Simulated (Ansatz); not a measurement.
# C2H6Al: the cost of one run

Method: UKS B3LYP/6-31G, in Ansatz 0.2.0.

**1. The structure to begin with**

Bond lengths: C1–Al2 1.897 Å, Al2–C3 2.071 Å, C1–H4 1.120 Å, C1–H5 1.118 Å, Al2–H6 1.669 Å, C3–H7 1.101 Å, C3–H8 1.100 Å, C3–H9 1.101 Å. Angles: C1–Al2–C3 127.1°, C1–Al2–H6 137.7°, C3–Al2–H6 95.2°, Al2–C1–H4 105.6°, Al2–C1–H5 108.1°, H4–C1–H5 103.8°, Al2–C3–H7 111.9°, Al2–C3–H8 115.3°, Al2–C3–H9 112.5°, H7–C3–H8 105.7°, H7–C3–H9 105.2°, H8–C3–H9 105.4°.

Coordinates:

```xyz
9

C    -1.0391    0.7050   -1.6371
Al    0.0415    0.6129   -0.0811
C     0.7032   -1.0967    0.8823
H    -2.0922    0.8041   -1.2677
H    -0.8408    1.6832   -2.1414
H     0.7504    1.6756    0.9935
H     0.4553   -2.0084    0.3173
H     1.7873   -1.1442    1.0645
H     0.2342   -1.2315    1.8697
```

**2. Relaxing the start**

File input.yaml:

```yaml
crystal:
  periodic: [false, false, false]
  atoms:
    - { symbol: C, position_ang: [-1.03905, 0.70504, -1.6371] }
    - { symbol: Al, position_ang: [0.04155, 0.61286, -0.08113] }
    - { symbol: C, position_ang: [0.70324, -1.09673, 0.88231] }
    - { symbol: H, position_ang: [-2.09221, 0.80406, -1.26767] }
    - { symbol: H, position_ang: [-0.84076, 1.6832, -2.14137] }
    - { symbol: H, position_ang: [0.75041, 1.67564, 0.99349] }
    - { symbol: H, position_ang: [0.45526, -2.00845, 0.31728] }
    - { symbol: H, position_ang: [1.78734, -1.14415, 1.06448] }
    - { symbol: H, position_ang: [0.23422, -1.23146, 1.86971] }
total_charge: -1
magnetization:
  spin_polarized: true
basis:
  gaussian: { orbitals: "6-31G" }
hamiltonian:
  xc: b3lyp
relax:
  f_tol: 0.02
  max_steps: 40
```

Started as:

```
$ ansatz run input.yaml --threads 1 --pin off --max-ram 2048MiB --backend cpu --events-out ev --progress --plain --runs-dir out
```

Q: Estimate wall time and peak memory on 1 thread of an Arm CPU, shared host.

About 60 s, with a peak of 0.13 GiB.
